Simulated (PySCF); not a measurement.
Compound: C₂H₅N (triplet state).
Geometry (PBE0-D3(BJ)/def2-SVP, Å), atoms numbered from 1 in this order:
```xyz
8
C2H5N angstrom
C      0.7784    0.1017    0.0427
C     -0.7325   -0.1308   -0.0265
N     -1.4036    0.8486   -0.7838
H      1.2604   -0.6822    0.6451
H      1.2216    0.0869   -0.9636
H      1.0018    1.0765    0.5002
H     -1.1629   -0.1503    0.9985
H     -0.9450   -1.1316   -0.4618
```

Identity: `CC[N]` [triplet].

Method: UKS B3LYP, IGLO-III on C N, pcH-1 on H, non-relativistic, mean-field spin-orbit, GIAO (PySCF 2.14.0). Isolated species at its PBE0-D3(BJ)/def2-SVP geometry, gas phase. Stability of the SCF solution: not tested.

Problem. Match the computed a_iso(13C) values +43.6, -31.9 MHz with the sites C1; C2.

Solution. 
| site | a_iso (MHz) | ρ(0) (bohr⁻³) | position | distance from N3 (Å) | spin population | largest \|T\| (MHz) |
| --- | --- | --- | --- | --- | --- | --- |
| C1 | +43.6 | +0.0775 | 2 bonds from N3 | 2.45 | +0.06 | 8.1 |
| C2 | -31.9 | -0.0567 | 1 bond from N3 | 1.41 | -0.16 | 5.0 |

Problem. Match the computed a_iso(1H) values +98.0, +0.1 MHz (means over equivalent nuclei) with the sites H4/H5/H6; H7/H8.

Solution. 
```json
{"site": "H4/H5/H6", "a_iso (MHz)": "+0.1", "ρ(0) (bohr⁻³)": "+0.0001", "position": "3 bonds from N3", "distance from N3 (Å)": "2.95", "bound to": "C1", "spin population there": "+0.06", "largest |T| (MHz)": "6.5"}
{"site": "H7/H8", "a_iso (MHz)": "+98.0", "ρ(0) (bohr⁻³)": "+0.0438", "position": "2 bonds from N3, on C2 of spin population -0.16", "distance from N3 (Å)": "2.06", "bound to": "C2", "spin population there": "-0.16", "largest |T| (MHz)": "11.0"}
```

ρ(0) is the spin density at the nucleus and T the dipolar tensor; entries for several nuclei are means. The largest Mulliken spin populations are on N3 (+1.91), C2 (-0.16), H7 (+0.09) and H8 (+0.09). No atom but N3 exceeds +0.15.

Means are taken over nuclei equivalent by connectivity, which assumes that they swap fast. The three 1H nuclei of mean +0.1 MHz run from -3.2 to 6.9 MHz in the frozen geometry.
